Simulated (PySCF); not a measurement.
## Chlorine: a sound run and one with changed settings

Sound run: Cl [Ne] 3s2 3p5, Cl+ [Ne] 3s2 3p4. All numbers are calculated (PySCF 2.14, the non-relativistic Hamiltonian (point nucleus), in def2-TZVP). In the sound run the correlated levels freeze [Ne]. The sound run starts from symmetry-adapted Hartree-Fock orbitals and uses a fine grid where one is needed.

Changed run: all electrons correlated in a basis built for the valence shell.

```csv
species,method,sound run (hartree),changed run (hartree),converged
Cl,MP2,-459.63212,-459.73133,yes
Cl,CCSD(T),-459.66200,-459.75993,yes
Cl+,MP2,-459.16501,-459.26390,yes
Cl+,CCSD(T),-459.19499,-459.29279,yes
```

Ionisation energy of Cl:

```
 method  sound run (eV)  changed run (eV)
    UHF          11.773            11.773
    MP2          12.711            12.719
SCS-MP2          12.707            12.711
   CCSD          12.671            12.673
CCSD(T)          12.708            12.711
```

A valence basis has no tight correlating functions, so it recovers only part of the core correlation, and not evenly between atom and ion.

For comparison, NIST gives 12.968 eV between the lowest levels.
